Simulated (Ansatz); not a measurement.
This Ansatz (a program for electronic structure) input (PBE/6-31G**) gives -460.59147 Eh with 24 basis functions. A basis named .json is the Basis Set Exchange file of that set (core-valence sets with the plain set on hydrogen).

Ansatz 0.2 input:
```yaml
crystal:
  periodic: [false, false, false]
  atoms:
    - {symbol: Cl, position_ang: [-1.92526600, 0.00557100, -0.00009700]}
    - {symbol: H, position_ang: [-0.65842700, -0.19370300, 0.00247600]}
basis:
  gaussian:
    orbitals: 6-31G__.json
hamiltonian:
  xc: {name: PBE}
magnetization: {spin_polarized: false}
```

Change:
```diff
- orbitals: 6-31G__.json
+ orbitals: def2-SVPD
```

### Question
What does the run give now?

### Answer
-460.47412 Eh (PBE/def2-SVPD, 35 functions), a change of +117.35 mEh.
